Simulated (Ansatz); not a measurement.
Compare A (`CC1(O)C=C1`) with its isomer B (`C=C/C=C\O`).

Program: Ansatz. Geometries: PBE0-D4/def2-TZVP. ΔE: electronic, gas phase. CCSD(T)/CBS is the MP2 limit (def2-TZVPP, def2-QZVPP) plus CCSD(T) − MP2 in def2-TZVPP, frozen cores. This one scheme is used for every species. DFT in def2-TZVPP. B3LYP here is the variant with VWN-RPA as its local correlation; programs differ in this. One conformer a species, not always the lowest.

(1) Which isomer does CCSD(T)/CBS put lower? Give the gap. (Best estimate.)

(2) Give E(B) − E(A) in kJ/mol with HF/def2-TZVPP, ωB97M-V, MP2/def2-TZVPP, CCSD(T)/def2-TZVPP, PBE0-D4, B3LYP, CCSD/def2-TZVPP. (An estimate is asked.)

Largest T1 diagnostic: 0.012.

Answers

(1) The calculation gave: B, by 129.9 kJ/mol.

(2) Computed: HF/def2-TZVPP -147.2, ωB97M-V -124.3, MP2/def2-TZVPP -121.0, CCSD(T)/def2-TZVPP -132.6, PBE0-D4 -126.2, B3LYP -148.6, CCSD/def2-TZVPP -131.0. None reverses the order clearly.

In def2-TZVPP, CCSD(T) changes the Hartree–Fock value by +14.5 kJ/mol (the triples alone add −1.6 kJ/mol) and MP2 by +26.2 kJ/mol. From PBE to PBE0 (25 % exact exchange), in def2-TZVPP and without D4, E(B) − E(A) moves by +7.7 kJ/mol.
